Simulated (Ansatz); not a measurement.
C$_{4}$H$_{8}$S, SMILES `CC1CCS1`. Total charge 0; spin multiplicity 1.

```xyz
13

C     1.689    0.313   -0.573
C     0.246   -0.110   -0.592
C    -0.406   -0.517    0.736
C    -1.757    0.150    0.468
S    -1.008    1.222   -0.810
H     2.003    0.705   -1.543
H     1.855    1.089    0.178
H     2.331   -0.542   -0.336
H     0.079   -0.870   -1.361
H     0.105   -0.017    1.562
H    -0.433   -1.590    0.942
H    -2.495   -0.524    0.029
H    -2.209    0.689    1.300
```

Give the diagnostics of a CCSD(T)/def2-TZVPP run (frozen core, Ansatz). (An estimate is asked.)

Computed: T1 = 0.0098, largest single amplitude 0.008, largest double 0.018, (T) share of the correlation energy 4.3 %, 9 CCSD cycles. The RHF solution is stable towards an unrestricted one. T1 lies under the customary mark of 0.02 for closed shells.
